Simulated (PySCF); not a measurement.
Mayer bond orders and bond lengths

Compound: phosphoric acid, H3O4P.
Numbering: `[O:1]=[P:2]([OH:3])([OH:4])[OH:5]` (hydrogens: H6 on O3; H7 on O4; H8 on O5)

Cartesian coordinates in Å at the GFN2-xTB level; atoms count from 1:
```
atom  x, y, z in Å
O1     0.5886   -0.2246    1.6218
P2     0.0090   -0.1059    0.2910
O3    -0.5415    1.3492   -0.0886
O4     1.0360   -0.4315   -0.9011
O5    -1.2315   -1.0293   -0.0250
H6    -0.1616    1.9936    0.5044
H7     1.8752   -0.6829   -0.5216
H8    -1.5651   -0.8591   -0.9054
```

Bond orders from the PBE0/pcSseg-1 density (PySCF). The structure is a single GFN2-xTB conformer in the gas phase; no vibrational or solvent corrections.

How far do the computed orders between heavy atoms stray from the drawn ones?

The largest departure is 0.091, at O1–P2 (drawn double, 1.909).

Give the Mayer order of every bond, beside its length.

```
 bond  drawn as  length (Å)  Mayer order
O1–P2    double       1.456        1.909
P2–O3    single       1.601        1.056
P2–O4    single       1.607        1.049
P2–O5    single       1.578        1.081
O3–H6    single       0.955        0.928
O4–H7    single       0.955        0.928
O5–H8    single       0.957        0.927
```

Bonds between the same two heavy elements. O–P: lowest P2–O4 (1.049, 1.607 Å), highest O1–P2 (1.909, 1.456 Å).

Sum the orders of all bonds at each heavy atom with more than one neighbour and set the sums beside the valence in the SMILES.

P2 5.095 (drawn 5), O3 1.984 (drawn 2), O4 1.977 (drawn 2), O5 2.008 (drawn 2). Orders between atoms that aren't bonded are not in these sums.

Mayer orders depend on the basis set.
